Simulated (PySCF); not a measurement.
Zinc-blende CdTe, treated with MP2 in PySCF (GTH pseudopotentials, Gaussian basis, DZ basis).

The same calculation (at the measured cell, 34.012 Å³/atom) with different numerical settings:

```json
[
 {"run": "1", "k mesh": "2×2×2", "correlation energy (eV/atom)": "-5.6924", "total energy (eV/atom)": "-753.5547"},
 {"run": "2", "k mesh": "3×3×3", "correlation energy (eV/atom)": "-5.9076", "total energy (eV/atom)": "-753.8703"},
 {"run": "3", "k mesh": "4×4×4", "correlation energy (eV/atom)": "-5.9818", "total energy (eV/atom)": "-753.9173"}
]
```

In the column total energy (eV/atom) the first row differs from the last by +0.3626 and the next to last by +0.0470.

The last row is no converged limit: other settings stay fixed.
